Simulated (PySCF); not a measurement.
**SiH⁺: frontier orbitals**

PBE0 at R = 1.519 Å; basis Si def2-TZVP, H def2-TZVP; no relativity; PySCF 2.14. State: ¹Σ⁺ (singlet), closed shell. Only the outer orbitals are listed, counted within each symmetry.

```csv
orbital,occ.,ε (eV),on Si (%),main shells (%)
4σ,2,-21.41,82,"77 Si s, 17 H s"
5σ,2,-15.41,74,"50 Si p, 26 H s, 20 Si s"
2π,0,-10.52,100,100 Si p
2π,0,-10.52,100,100 Si p
6σ,0,-5.17,69,"46 Si p, 31 H s, 23 Si d"
```

Q: Which are the highest filled and the lowest empty level, where do they sit, and how wide is the gap?

A: Highest filled 5σ at -15.41 eV (in %: 50 Si p, 26 H s, 20 Si s); lowest empty 2π at -10.52 eV (in %: 100 Si p); the gap at PBE0 is 4.89 eV.

* bond order (Mayer): 0.94
* ⟨S²⟩: 0.000
* charge on Si (Mulliken, basis-dependent): 0.88
* charge on Si (Löwdin, basis-dependent): 1.01
* dipole moment (positive dipole points towards H; it is taken about the centre of mass and depends on that origin): 0.47 D
* polarisability along the bond: 23.3 bohr³
* polarisability across the bond: 18.6 bohr³
